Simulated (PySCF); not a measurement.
Compound: C₂H₇N.
Atom-mapped SMILES: `[CH3:1][NH:2][CH3:3]` (hydrogens: H4, H5, H6 on C1; H7 on N2; H8, H9, H10 on C3)

Level of theory: PBE0-D3(BJ)/def2-SVP geometry optimisation, gas phase (PySCF 2.14.0).

**Question.** List the bond lengths and angles at this level.

**Answer.** 
```json
{"bond": "C1–N2, N2–C3", "length (Å)": "1.440"}
{"bond": "C1–H4 and 3 like bonds", "length (Å)": "1.102"}
{"bond": "C1–H6, C3–H9", "length (Å)": "1.114"}
{"bond": "N2–H7", "length (Å)": "1.016"}
```

Bonds in one row agree within 0.01 Å and their mean is given. A selection of angles:
```json
{"angle": "N2–C1–H4", "degrees": "109.8"}
{"angle": "N2–C1–H6", "degrees": "114.7"}
{"angle": "H4–C1–H5", "degrees": "107.1"}
{"angle": "C1–N2–C3", "degrees": "113.8"}
{"angle": "C1–N2–H7", "degrees": "110.2"}
```

N2 (secondary amine nitrogen) is pyramidal (angles 113.8°, 110.2° and 110.1°, sum 334.1°, 0.38 Å off the plane of its three neighbours).

Point group: Cs (tolerance 0.08 Å). Stationary, but not proved a minimum.
